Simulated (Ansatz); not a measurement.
Geometry optimisation, RKS PBE0/def2-SVP in Ansatz.

Input:

```yaml
crystal:
  periodic: [false, false, false]
  atoms:
    - { symbol: B, position_ang: [0.0, 0.0, 0.0] }
    - { symbol: C, position_ang: [1.0599, 0.0, 1.4549] }
    - { symbol: H, position_ang: [0.0603, -0.3092, 1.8254] }
    - { symbol: H, position_ang: [1.8275, -0.7111, 1.8254] }
    - { symbol: H, position_ang: [1.2919, 1.0203, 1.8254] }
    - { symbol: H, position_ang: [1.3894, 0.0, -0.0408] }
    - { symbol: C, position_ang: [-1.3856, 0.0, -0.8] }
    - { symbol: H, position_ang: [-1.9458, -0.9305, -0.5708] }
    - { symbol: H, position_ang: [-1.9898, 0.8797, -0.4946] }
    - { symbol: H, position_ang: [-1.1839, 0.0508, -1.8903] }
basis:
  gaussian: { orbitals: def2-SVP }
hamiltonian:
  xc: pbe0
relax:
  f_tol: 0.15
  max_steps: 25
  restrain:
    - { distance: [1, 5], at: 2.31, k: 30.0 }
    - { distance: [0, 1], at: 1.6, k: 30.0 }
    - { distance: [0, 5], at: 1.19, k: 30.0 }
output:
  orbitals: {}
```

Command:

```bash
$ ansatz run input.yaml --threads 1 --pin off --max-ram 2048MiB --backend cpu --events-out ev --progress --plain --runs-dir out
```

Where does it end, and by what steps?

The run converged. The restraints hold the end off the free minimum; the threshold counts their pulls, which the force column leaves out. Restrained pairs: C2–H6 (1.53 → 2.33 Å), B1–C2 (1.80 → 1.58 Å), B1–H6 (1.39 → 1.20 Å). After 6 steps the energy has fallen by 5.285 eV (the restraints' own energy left out); H6 moved furthest, 0.73 Å.

| step | energy less start (eV) | largest force component (eV/Å) | accepted |
| --- | --- | --- | --- |
| 0 | 0.0000 | 6.060 | yes |
| 1 | -1.8754 | 4.621 | yes |
| 2 | -3.2141 | 3.386 | yes |
| 3 | -4.5038 | 1.553 | yes |
| 4 | -5.2290 | 0.642 | yes |
| 5 | -5.2412 | 0.903 | yes |
| 6 | -5.2848 | 0.673 | yes |

```xyz
10
Properties=species:S:1:pos:R:3
B 0.330 -0.004 -0.068
C 0.675 -0.042 1.473
H -0.144 -0.263 2.174
H 1.520 -0.724 1.671
H 1.055 0.969 1.718
H 1.304 0.094 -0.761
C -1.111 -0.008 -0.676
H -1.670 -0.906 -0.351
H -1.690 0.842 -0.271
H -1.146 0.041 -1.774
```

Time of the run: 9.5 s on 1 thread of Intel(R) Xeon(R) 6975P-C (Granite Rapids), with other jobs on the host, peak memory 0.17 GiB.
